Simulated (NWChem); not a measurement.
The numbers come from NWChem runs, not from measurements. System: nitrogen (N₂), charge 0, spin multiplicity 1, at a geometry optimised with B3LYP/def2-SVP. Level: PBE/def2-SVP.

Part of the output:

```
             Northwest Computational Chemistry Package (NWChem) 7.3.0
             --------------------------------------------------------

                                NWChem Input Module
                                -------------------

 Scaling coordinates for geometry "geometry" by  1.889725989
 (inverse scale =  0.529177249)

                             Geometry "geometry" -> ""
                             -------------------------

 Output coordinates in angstroms (scale by  1.889725989 to convert to a.u.)

  No.       Tag          Charge          X              Y              Z
 ---- ---------------- ---------- -------------- -------------- --------------
    1 N                    7.0000     0.00000000     0.00000000     0.55019600
    2 N                    7.0000     0.00000000     0.00000000    -0.55019600

 Effective nuclear repulsion energy (a.u.)      23.5640437235

            Nuclear Dipole moment (a.u.)
            ----------------------------
        X                 Y               Z
 ---------------- ---------------- ----------------
     0.0000000000     0.0000000000     0.0000000000


 Summary of "ao basis" -> "" (spherical)
 ------------------------------------------------------------------------------
       Tag                 Description            Shells   Functions and Types
 ---------------- ------------------------------  ------  ---------------------
 *                          def2-svp                  on all atoms

  pbe96 is a nonlocal functional; adding pw91lda local functional.

                                 NWChem DFT Module
                                 -----------------

 Summary of "ao basis" -> "ao basis" (spherical)
 ------------------------------------------------------------------------------
       Tag                 Description            Shells   Functions and Types
 ---------------- ------------------------------  ------  ---------------------
 N                          def2-svp                 6       14   3s2p1d

 Summary of "ao basis" -> "ao basis" (spherical)
 ------------------------------------------------------------------------------
       Tag                 Description            Shells   Functions and Types
 ---------------- ------------------------------  ------  ---------------------
 N                          def2-svp                 6       14   3s2p1d

            General Information
            -------------------
          SCF calculation type: DFT
          Wavefunction type:  closed shell.
          No. of atoms     :     2
          No. of electrons :    14
           Alpha electrons :     7
            Beta electrons :     7
          Charge           :     0
          Spin multiplicity:     1
          Use of symmetry is: off; symmetry adaption is: off
          Maximum number of iterations: 100
          AO basis - number of functions:    28
                     number of shells:    12
          Convergence on energy requested:  1.00D-06
          Convergence on density requested:  1.00D-05
          Convergence on gradient requested:  5.00D-04

              XC Information
              --------------
          PerdewBurkeErnzerhof Exchange Functional  1.000
            Perdew 1991 LDA Correlation Functional  1.000 local
           PerdewBurkeErnz. Correlation Functional  1.000 non-local

             Grid Information
             ----------------
          Grid used for XC integration:  medium
          Radial quadrature: Mura-Knowles
          Angular quadrature: Lebedev.
          Tag              B.-S. Rad. Rad. Pts. Rad. Cut. Ang. Pts.
          ---              ---------- --------- --------- ---------
          N                   0.65       49           5.0       434
          Grid pruning is: on
          Number of quadrature shells:    98
          Spatial weights used:  Erf1

          Convergence Information
          -----------------------
          Convergence aids based upon iterative change in
          total energy or number of iterations.
          Levelshifting, if invoked, occurs when the
          HOMO/LUMO gap drops below (HL_TOL):  1.00D-02
          DIIS, if invoked, will attempt to extrapolate
          using up to (NFOCK): 10 stored Fock matrices.

                    Damping( 0%)  Levelshifting(0.5)       DIIS
                  --------------- ------------------- ---------------
          dE  on:    start            ASAP                start
          dE off:    2 iters        100 iters           100 iters

      Screening Tolerance Information
      -------------------------------
          Density screening/tol_rho:  1.00D-10
          AO Gaussian exp screening on grid/accAOfunc:  14
          CD Gaussian exp screening on grid/accCDfunc:  20
          XC Gaussian exp screening on grid/accXCfunc:  20
          Schwarz screening/accCoul:  1.00D-08

      Superposition of Atomic Density Guess
      -------------------------------------

 Sum of atomic energies:        -108.48836318

      Non-variational initial energy
      ------------------------------

 Total energy =    -109.004435
 1-e energy   =    -193.733384
 2-e energy   =      61.164906
 HOMO         =      -0.424852
 LUMO         =       0.029600

------------------------------------------------------------
EAF file 0: "./mol.aoints.0" size=524288 bytes
------------------------------------------------------------
               write      read    awrite     aread      wait
               -----      ----    ------     -----      ----
     calls:        1         0         0         0         0
   data(b): 5.24e+05  0.00e+00  0.00e+00  0.00e+00
   time(s): 0.00e+00  0.00e+00  0.00e+00  0.00e+00  0.00e+00
rate(mb/s): 0.00e+00  0.00e+00
------------------------------------------------------------

   convergence    iter        energy       DeltaE   RMS-Dens  Diis-err    time
 ---------------- ----- ----------------- --------- --------- ---------  ------
 d= 0,ls=0.0,diis     1   -109.3014785149 -1.33D+02  1.52D-02  1.87D-01     0.3
 d= 0,ls=0.0,diis     2   -109.3135462002 -1.21D-02  7.26D-03  5.69D-02     0.4
 d= 0,ls=0.0,diis     3   -109.3205734674 -7.03D-03  1.16D-03  2.01D-03     0.5
 d= 0,ls=0.0,diis     4   -109.3208277539 -2.54D-04  3.60D-05  4.84D-07     0.6
 d= 0,ls=0.0,diis     5   -109.3208278028 -4.89D-08  6.31D-06  1.65D-08     0.6

         Total DFT energy =     -109.320827802835
      One electron energy =     -194.292838224671
           Coulomb energy =       74.978268134367
    Exchange-Corr. energy =      -13.570301436027
 Nuclear repulsion energy =       23.564043723496

 Numeric. integr. density =       14.000000583493

     Total iterative time =      0.5s

                       DFT Final Molecular Orbital Analysis
                       ------------------------------------

 Vector    5  Occ=2.000000D+00  E=-4.210252D-01
              MO Center=  1.1D-14,  3.4D-15, -1.8D-08, r^2= 8.8D-01
   Bfn.  Coefficient  Atom+Function         Bfn.  Coefficient  Atom+Function
  ----- ------------  ---------------      ----- ------------  ---------------
     4      0.322932  1 N  px                18      0.322932  2 N  px
     5     -0.317994  1 N  py                19     -0.317994  2 N  py
     7     -0.169603  1 N  px                21     -0.169603  2 N  px
     8      0.167010  1 N  py                22      0.167010  2 N  py
    13     -0.025406  1 N  d  1              27      0.025406  2 N  d  1

 Vector    6  Occ=2.000000D+00  E=-4.210252D-01
              MO Center=  7.4D-14,  7.5D-14, -1.8D-08, r^2= 8.8D-01
   Bfn.  Coefficient  Atom+Function         Bfn.  Coefficient  Atom+Function
  ----- ------------  ---------------      ----- ------------  ---------------
     5      0.322932  1 N  py                19      0.322932  2 N  py
     4      0.317994  1 N  px                18      0.317994  2 N  px
     8     -0.169603  1 N  py                22     -0.169603  2 N  py
     7     -0.167010  1 N  px                21     -0.167010  2 N  px
    11      0.025406  1 N  d -1              25     -0.025406  2 N  d -1

 Vector    7  Occ=2.000000D+00  E=-3.664880D-01
              MO Center= -9.7D-14, -9.1D-14,  8.3D-08, r^2= 1.3D+00
   Bfn.  Coefficient  Atom+Function         Bfn.  Coefficient  Atom+Function
  ----- ------------  ---------------      ----- ------------  ---------------
     6      0.451429  1 N  pz                20     -0.451429  2 N  pz
     3     -0.300050  1 N  s                 17     -0.300050  2 N  s
     9     -0.193002  1 N  pz                23      0.193002  2 N  pz
     2     -0.134893  1 N  s                 16     -0.134893  2 N  s
     1     -0.074154  1 N  s                 15     -0.074154  2 N  s

 Vector    8  Occ=0.000000D+00  E=-6.190376D-02
              MO Center=  6.0D-15,  5.8D-15,  1.8D-08, r^2= 1.2D+00
   Bfn.  Coefficient  Atom+Function         Bfn.  Coefficient  Atom+Function
  ----- ------------  ---------------      ----- ------------  ---------------
     7     -0.384991  1 N  px                21      0.384991  2 N  px
     8      0.372792  1 N  py                22     -0.372792  2 N  py
     4      0.369333  1 N  px                18     -0.369333  2 N  px
     5     -0.357631  1 N  py                19      0.357631  2 N  py

 Vector    9  Occ=0.000000D+00  E=-6.190376D-02
              MO Center= -4.6D-14, -4.6D-14,  1.8D-08, r^2= 1.2D+00
   Bfn.  Coefficient  Atom+Function         Bfn.  Coefficient  Atom+Function
  ----- ------------  ---------------      ----- ------------  ---------------
     8     -0.384991  1 N  py                22      0.384991  2 N  py
     7     -0.372792  1 N  px                21      0.372792  2 N  px
     5      0.369333  1 N  py                19     -0.369333  2 N  py
     4      0.357631  1 N  px                18     -0.357631  2 N  px

 Vector   10  Occ=0.000000D+00  E= 4.703831D-01
              MO Center=  2.4D-13,  2.7D-13, -2.3D-08, r^2= 1.7D+00
   Bfn.  Coefficient  Atom+Function         Bfn.  Coefficient  Atom+Function
  ----- ------------  ---------------      ----- ------------  ---------------
     2      1.162385  1 N  s                 16      1.162386  2 N  s
     3     -0.896023  1 N  s                 17     -0.896023  2 N  s
     9      0.316923  1 N  pz                23     -0.316923  2 N  pz
     1      0.194887  1 N  s                 15      0.194887  2 N  s
    12      0.038925  1 N  d  0              26      0.038925  2 N  d  0

 center of mass
 --------------
 x =   0.00000000 y =   0.00000000 z =   0.00000000

 moments of inertia (a.u.)
 ------------------
          30.275113808623           0.000000000000           0.000000000000
           0.000000000000          30.275113808623           0.000000000000
           0.000000000000           0.000000000000           0.000000000000

     Multipole analysis of the density
     ---------------------------------

     L   x y z        total         alpha         beta         nuclear
     -   - - -        -----         -----         ----         -------
     0   0 0 0     -0.000000     -7.000000     -7.000000     14.000000

     1   1 0 0     -0.000000     -0.000000     -0.000000      0.000000
     1   0 1 0     -0.000000     -0.000000     -0.000000      0.000000
     1   0 0 1      0.000000      0.000000      0.000000      0.000000

     2   2 0 0     -7.423564     -3.711782     -3.711782      0.000000
     2   1 1 0      0.000000      0.000000      0.000000      0.000000
     2   1 0 1     -0.000000     -0.000000     -0.000000      0.000000
     2   0 2 0     -7.423564     -3.711782     -3.711782      0.000000
     2   0 1 1      0.000000      0.000000      0.000000      0.000000
     2   0 0 2     -8.738173    -11.936205    -11.936205     15.134238

 Task  times  cpu:        0.6s     wall:        0.6s

 Total times  cpu:        0.7s     wall:        0.7s
```

Q: Write an NWChem input that would produce this output.

A: One answer among several that fit: 
```
start mol
memory heap 200 mb stack 800 mb global 1000 mb
geometry units angstroms nocenter noautoz noautosym
  N      0.000000     0.000000     0.550196
  N      0.000000     0.000000    -0.550196
end
basis spherical
  * library def2-svp
end
dft
  xc xpbe96 cpbe96
  semidirect memsize 60000000 filesize 0
  iterations 100
end
task dft energy
```
